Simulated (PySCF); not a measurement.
Isomers of [C4H4S]- (charge -1 and doublet state), one GFN2-xTB conformer each. Single-point energies are computed at B3LYP/pcH-1 (PySCF, gas phase, no added dispersion term), electronic only. GFN2-xTB treats the open shell by occupation alone, and not every SCF solution was tested for stability.

| SMILES | GFN2-xTB relative energy (kJ/mol) |
| --- | --- |
| CC#C[CH][S-] | 0.0 |
| C=C/C=[C]\[S-] | 11.7 |

Conformers: `[CH2:1]=[CH:2]/[CH:3]=[C:4]\[S-:5]` (charge -1 and doublet state) with C1–C2–C3–C4 180°.

What does B3LYP/pcH-1 give for the same structures?

```
        SMILES  B3LYP/pcH-1 E (Eh)  B3LYP/pcH-1 (kJ/mol)  GFN2-xTB (kJ/mol)  point group
C=C/C=[C]\[S-]          -553.00342                   0.0               11.7           Cs
  CC#C[CH][S-]          -552.99112                  32.3                0.0           Cs
```

GFN2-xTB puts CC#C[CH][S-] lowest instead. 

As an exercise, what shares would exp(−E/RT) give at 2000 K from these electronic energies alone (no entropy, no degeneracies)?

RT = 16.629 kJ/mol: C=C/C=[C]\[S-] 87.5 %, CC#C[CH][S-] 12.5 %.
